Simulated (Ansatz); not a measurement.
A run of Ansatz (development build ahead of 0.2.0) on quartet Li2Na at this shape:

```xyz
3

Na    0.0000    0.0000    0.0000
Li    0.0000    3.3797    2.5934
Li    0.0000   -3.3797    2.5934
```

Its results:

* Converged: yes
* Total energy: -177.11504 hartree
* Spin squared of the determinant: 3.750
* Stability test: minimum among restricted orbitals

Problem. Which input gives this output? Name the method, the orbitals and the basis set, and write the input.

Solution. PBE0 (restricted open-shell) in pcseg-2.

```yaml
crystal:
  periodic: [false, false, false]
  atoms:
    - { symbol: Na, position_ang: [0.0, 0.0, 0.0] }
    - { symbol: Li, position_ang: [0.0, 3.3797, 2.5934] }
    - { symbol: Li, position_ang: [0.0, -3.3797, 2.5934] }
basis:
  gaussian: { orbitals: pcseg-2 }
magnetization:
  initial_magnetization: 3
hamiltonian:
  xc: pbe0
```

Caution: other spin multiplicities may lie lower.
